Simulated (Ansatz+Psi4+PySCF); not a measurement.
doublet LiO₂: levels of theory in one basis

```csv
atom,x (Å),y (Å),z (Å)
Li,-0.0158,-0.0127,1.6079
O,0.6716,0.0291,0.0073
O,-0.6755,-0.0268,-0.0122
```

Basis set: cc-pCVTZ on Li; cc-pVTZ on O (spherical functions). Frozen core: 2 orbitals. Correlation on ROHF uses semicanonical orbitals with singles. Charge 0, multiplicity 2.

Computed with Ansatz (development build ahead of 0.2.0) and Psi4 1.11; each method stands on the lowest determinant of its kind that the runs found.

```csv
method,E − E(ROHF) (eV),<S²> of the determinant
ROHF,0.00,0.75
UHF,-0.35,0.79
ROHF-MP2,-14.33,–
UHF-MP2,-14.27,0.79
ROHF-CCSD(T),-14.97,–
```

Task: What does ROHF-CCSD give on the same scale?

Result: -14.39 eV.

Caution for ROHF-MP2: another reference gives a lower total.
